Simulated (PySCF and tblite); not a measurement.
Values are calculated unless marked as measured or tabulated.
Conformer ensemble of C6H14, numbered as in [CH3:1][CH2:2][CH2:3][CH2:4][CH2:5][CH3:6]

Conformers came from 150 starts (ETKDG, MMFF94s, GFN2-xTB); geometries are GFN2-xTB. Weights use PBE0-D3(BJ)/pcSseg-1 energies plus GFN2-xTB zero-point and thermal terms (plain harmonic). Symmetry numbers and mirror images are counted. Conformers within 4 kcal/mol (GFN2-xTB free energy) were kept, 10 at most. GIAO shieldings: PBE0/pcSseg-1. Shifts are against TMS (¹H), TMS (¹³C) at the same level. Programs: PySCF with density fitting and tblite.

Torsions listed: C1–C2–C3–C4, C2–C3–C4–C5, C3–C4–C5–C6. Of a mirror pair one member is shown.

| conformer | shape | symmetry | E(GFN2) kcal/mol | E(DFT) kcal/mol | G(298.15 K) kcal/mol | weight % | dipole D |
| --- | --- | --- | --- | --- | --- | --- | --- |
| 1 | -67°, -175°, -179° | C1 (pair) | 0.57 | 0.46 | 0.00 | 31.9 | 0.06 |
| 2 | 180°, 180°, 180° | C2h | 0.00 | 0.00 | 0.32 | 18.6 | 0.00 |
| 3 | 62°, 63°, 174° | C1 (pair) | 1.13 | 0.67 | 0.40 | 16.2 | 0.07 |
| 4 | 175°, 67°, 175° | C2 (pair) | 0.55 | 0.46 | 0.41 | 15.9 | 0.04 |
| 5 | -69°, 180°, 69° | Ci | 1.23 | 1.06 | 0.88 | 7.3 | 0.00 |
| 6 | -66°, -170°, -66° | C2 (pair) | 1.08 | 0.96 | 1.03 | 5.6 | 0.06 |
| 7 | -62°, -59°, -62° | C2 (pair) | 1.69 | 0.86 | 1.34 | 3.3 | 0.03 |
| 8 | 65°, -99°, 180° | C1 (pair) | 2.33 | 2.48 | 2.37 | 0.6 | 0.09 |
| 9 | 174°, 65°, -99° | C1 (pair) | 2.37 | 2.59 | 2.49 | 0.5 | 0.05 |
| 10 | -65°, 101°, 75° | C1 (pair) | 2.83 | 3.10 | 3.15 | 0.2 | 0.06 |

Weights (%) against temperature:

| T (K) | 1 | 2 | 3 | 4 | 5 | 6 | 7 | 8 | 9 | 10 | S(mix) cal/mol/K |
| --- | --- | --- | --- | --- | --- | --- | --- | --- | --- | --- | --- |
| 220 | 32.3 | 25.5 | 13.9 | 16.3 | 5.1 | 4.1 | 2.5 | 0.2 | 0.1 | 0.0 | 4.29 |
| 250 | 32.3 | 22.2 | 15.0 | 16.2 | 6.0 | 4.7 | 2.9 | 0.3 | 0.2 | 0.1 | 4.43 |
| 298.15 | 31.9 | 18.6 | 16.2 | 15.9 | 7.3 | 5.6 | 3.3 | 0.6 | 0.5 | 0.2 | 4.59 |
| 600 | 28.1 | 10.7 | 17.5 | 13.8 | 10.7 | 7.7 | 4.4 | 3.0 | 2.7 | 1.4 | 5.08 |
| 800 | 26.3 | 9.0 | 17.2 | 12.9 | 11.4 | 8.0 | 4.6 | 4.3 | 3.9 | 2.2 | 5.22 |

Averaged shifts at 298.15 K. ¹H: 1.36 (H2/H5, 4H), 1.30 (H3/H4, 4H), 1.02 (H1/H6, 6H) ppm. ¹³C: 35.4 (C3/C4), 26.8 (C2/C5), 16.4 (C1/C6) ppm.

Coordinates of conformer 1 (Å):

```xyz
20

C     2.657    0.499   -0.121
C     1.961   -0.828    0.158
C     0.546   -0.900   -0.418
C    -0.431    0.065    0.251
C    -1.856   -0.118   -0.265
C    -2.826    0.855    0.394
H     2.159    1.317    0.392
H     2.659    0.711   -1.188
H     3.689    0.464    0.222
H     2.554   -1.635   -0.278
H     1.919   -0.995    1.237
H     0.584   -0.691   -1.490
H     0.171   -1.919   -0.295
H    -0.119    1.094    0.066
H    -0.416   -0.100    1.331
H    -2.183   -1.142   -0.072
H    -1.869    0.034   -1.347
H    -3.835    0.709    0.014
H    -2.840    0.708    1.472
H    -2.530    1.883    0.194
```

Shifts are unscaled: against experiment ¹³C can be off by 15 ppm or more and ¹H by 0.8 ppm. For its torsions the set is small; conformers may be missing.

Search and properties took 3.7 min on 1 thread of Arm Neoverse V1 (shared host) (rough), launched as `OMP_NUM_THREADS=1 python ens_run.py task.json out`.
